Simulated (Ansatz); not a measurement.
Ideal-gas functions of `O=CC(O)F` at 500 K and 1 bar, from an Ansatz frequency run at PBE0-D4/def2-TZVP.

Molar mass 78.04 g/mol, point group C1 (symmetry number 1), electronic degeneracy 1, moments of inertia 57.418, 111.457, 150.611 u Å². Harmonic wavenumbers (cm⁻¹, unscaled): 133, 279, 365, 496, 538, 752, 860, 1006, 1057, 1196, 1329, 1352, 1397, 1463, 1851, 2990, 3079, 3718.

Use S(trans) = R[1.5 ln M + 2.5 ln T − 1.1517]; rotational temperatures θ = 24.2544 K / I; S(rot) = R[ln(√π/σ · √(T³/θAθBθC)) + 1.5]; for each mode x = 1.438777 ν̃/T, S = R[x/(eˣ − 1) − ln(1 − e⁻ˣ)] and H = RT x/(eˣ − 1); 1 cm⁻¹ = 0.0119627 kJ/mol; R = 8.31446 J/(mol·K).

Task: By hand: the entropy, in J/(mol·K).

Result: Translation 173.9. Rotation: θ = 0.4224, 0.2176, 0.161 K, giving 112.3. Vibration, mode by mode: 16.35, 10.36, 8.28, 6.03, 5.46, 3.35, 2.62, 1.88, 1.68, 1.22, 0.89, 0.85, 0.76, 0.65, 0.26, 0.01, 0.01, 0.00, in all 60.7. Electronic 0.0. Sum 346.9 J/(mol·K).

Task: By hand: H − E and G − E in kJ/mol, counted from the electronic energy.

Result: Zero-point energy ½ × 23861 × 0.0119627 = 142.7; thermal vibration 17.4; translation, rotation and pV give 4 RT = 16.6. H − E = 176.7 kJ/mol, and G − E = 176.7 − 500 × 346.9/1000 = 3.2 kJ/mol.

Vibration gives 17 % of the entropy, 16.4 J/(mol·K) of it from the mode under 150 cm⁻¹: soft modes count most, and the harmonic formula is weakest for them. The sum counts one conformer and one mirror image; others add a mixing term.
